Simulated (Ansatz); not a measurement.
# SiN radical: basis-set convergence

An exercise on one series of results from a longer session: the logs are not shown, and one member is left open.

The runs use Ansatz 0.2.0, Gaussian basis; one geometry, several basis sets.

The runs, in order: PBE0-D4/def2-SVP; ωB97M-V/def2-SVP; PBE0-D4/def2-QZVPP; ωB97M-V/def2-QZVPP; CCSD(T)/cc-pV(D+d)Z; CCSD(T)/cc-pV(T+d)Z; CCSD(T)/cc-pV(Q+d)Z; the functionals' def2-TZVPP values are taken from earlier runs.

### Structure used throughout

The geometry comes from an earlier relaxation with PBE0-D4 in a triple-zeta def2 set; it is a stationary point.

2 atoms, charge 0, spin multiplicity 2.

Atoms are counted from 1 here; the program's logs count them from 0.

Bond lengths: N1–Si2 1.564 Å.

The first run:

The input, in.yaml:

```yaml
crystal:
  periodic: [false, false, false]
  atoms:
    - {symbol: N, position_ang: [0.667547, -0.219202, 0.343031]}
    - {symbol: Si, position_ang: [-0.667547, 0.219202, -0.343031]}
basis:
  gaussian: {orbitals: def2-SVP}
magnetization: {spin_polarized: true, initial_magnetization: 1}
hamiltonian: {xc: pbe0, dispersion: d4}
output: {orbitals: {seedname: orbitals}}
```

Run with:

```console
$ ansatz run in.yaml --threads 2 --pin off --events-out ev --progress --plain --max-ram 32768MiB --backend cpu
```

Among the steps run: PBE0-D4 in def2-SVP; ωB97M-V in def2-SVP; PBE0-D4 in def2-QZVPP; ωB97M-V in def2-QZVPP.

One table of the session follows, with a row left open; its other results are not shown here.

It belongs to the step «Functionals by basis». 

| functional | basis | HOMO (eV) | LUMO (eV) |
| --- | --- | --- | --- |
| PBE0-D4 | def2-SVP | -7.88 | -4.50 |
| PBE0-D4 | def2-TZVPP | -7.93 | -4.57 |
| PBE0-D4 | def2-QZVPP | -7.95 | -4.60 |
| ωB97M-V | def2-SVP | -9.99 | -2.33 |
| ωB97M-V | def2-TZVPP | -10.08 | -2.49 |
| ωB97M-V | def2-QZVPP | ? | ? |

Q: Estimate the row for ωB97M-V, def2-QZVPP from the others.

The run gave: HOMO (eV): -10.12; LUMO (eV): -2.56. In the column «HOMO (eV)» it is the lowest.
